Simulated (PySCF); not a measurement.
# ethynol anion: proton affinities at several levels

Structure: `C#C[O-]` ([C2HO]-). Atom numbers as in the mapped SMILES `[CH:1]#[C:2][O-:3]`.

All levels share the PBE0-D3(BJ)/ma-def2-SVP structures and the PBE0-D3(BJ)/ma-def2-SVP thermal terms; only the single-point energies (PySCF) change. Values are proton affinities (298 K, kJ/mol).

| level | C1 | O3 | mean abs. error | time |
| --- | --- | --- | --- | --- |
| MP2/ma-def2-TZVP | 1516 | 1370 | 17.5 | 7 s |
| M06-2X/ma-def2-TZVP | 1525 | 1383 | 6.8 | – |
| CCSD(T)/ma-def2-TZVP | 1535 | 1387 | 3.8 | 2.4 min |
| HF/ma-def2-TZVP | 1569 | 1415 | 31.6 | 1.3 s |
| ATcT 1.112 | 1531 | 1390 |  |  |

Times are wall times for all single points of a level on 1 thread of Arm Neoverse V1, a shared host; the dash marks the run that also made the structures.

Hartree-Fock leaves out electron correlation, so its proton affinities can be off by tens of kJ/mol.

The widest spread is that of C1: 53 kJ/mol, from 1516 to 1569.
